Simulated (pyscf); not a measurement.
A first-order saddle from PySCF, ωB97X-D3(BJ)/def2-SVP:

```
Si
F 1 1.6330
H 1 1.4777 2 104.82
H 1 1.4832 3 119.43 2 -111.03
F 1 1.9667 3 108.48 2 89.60
H 5 1.0762 1 69.78 3 85.54
H 6 1.1088 5 139.63 1 2.14
```
Charge 0, spin multiplicity 1.

Surface: singlet, charge 0. Lowest wavenumbers (cm⁻¹): 902i, 67, 335, 636, 719.

**Question.** Name the species on either side of this saddle.

**Answer.** F–SiH₃ + hydrogen fluoride (HF) ⇌ F–SiH₂–F + hydrogen (H₂), a four-centre exchange read from left to right: H–Si, F–H broken and F–Si, H–H formed. At ωB97M-D3(BJ)/def2-TZVP it lies +28.2 kcal/mol from the left side and +60.5 kcal/mol from the right (each side as separated species at their lowest minima found). On the reactant side the descent ends in a complex (not fully relaxed), 4.3 kcal/mol under the separated species and 33.3 kcal/mol under the saddle at ωB97X-D3(BJ)/def2-TZVP. This is the saddle that the search found; another between the same sides may lie lower.
